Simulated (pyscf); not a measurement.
Single points on ωB97X-D3(BJ)/def2-SVP structures (PySCF, gas phase).

For HO–SiH₂–O–SiH₂–F (SMILES O[SiH2]O[SiH2]F) + H₂ (SMILES [H][H]) → HO–SiH₂–F (SMILES O[SiH2]F) + HO–SiH₃ (SMILES O[SiH3]), a four-centre exchange (singlet surface; O–Si, H–H broken, H–O, H–Si formed), PBE/def2-TZVP gives ΔE‡ = 2.20 eV and ΔE = +0.98 eV (zero: the separated reactants). In which direction and how far do B3LYP-D3(BJ)/def2-TZVP, PBE0-D3(BJ)/def2-TZVP, ωB97M-D3(BJ)/def2-TZVP move these?

B3LYP-D3(BJ): ΔE‡ = 2.52 eV, ΔE = +1.15 eV; PBE0-D3(BJ): ΔE‡ = 2.34 eV, ΔE = +1.06 eV; ωB97M-D3(BJ): ΔE‡ = 2.50 eV, ΔE = +1.12 eV. PBE's barrier lies under all of them, by 0.14 to 0.32 eV. Its reaction energy lies under all of them, by 0.08 to 0.17 eV. One saddle was located; it need not be the lowest between these sides.
